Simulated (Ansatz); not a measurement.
Frontier orbitals of C5H8O, SMILES `C1=COCCC1`.

```xyz
14

C    -0.882    0.062   -1.127
C     0.004   -0.904   -1.358
O     1.032   -1.240   -0.545
C     1.288   -0.305    0.494
C     0.013    0.160    1.166
C    -0.883    0.849    0.146
H    -1.644    0.242   -1.875
H    -0.021   -1.530   -2.242
H     1.821    0.553    0.063
H     1.956   -0.813    1.190
H     0.261    0.825    1.998
H    -0.500   -0.711    1.586
H    -1.903    0.933    0.534
H    -0.543    1.877   -0.031
```

Total charge 0; spin multiplicity 1. The geometry is a stationary point of PBE0-D4/def2-TZVP. Basis def2-TZVPP, Ansatz.

| functional | HOMO (eV) | LUMO (eV) | gap (eV) |
| --- | --- | --- | --- |
| PBE | -5.07 | -0.09 | 4.98 |
| PBE0 | -6.26 | 0.88 | 7.14 |
| r2SCANh | -5.72 | 0.57 | 6.29 |
| r2SCAN0 | -6.40 | 1.09 | 7.49 |
| HSE06 (plane-wave form) | -5.86 | 0.50 | 6.36 |
| LC-ωPBE | -8.91 | 3.09 | 12.00 |
| ωB97M-V | -8.50 | 2.57 | 11.07 |
| HF | -8.93 | 3.75 | 12.68 |

Against PBE, PBE0 changes HOMO and LUMO by −1.19 and +0.97 eV, ωB97M-V by −3.44 and +2.66 eV. A gap of 4.98 eV thus becomes 11.08 eV for the same molecule, so an orbital gap means little without its functional. A positive LUMO is unbound and depends on the basis.

LC-ωPBE has ω = 0.4 bohr⁻¹.
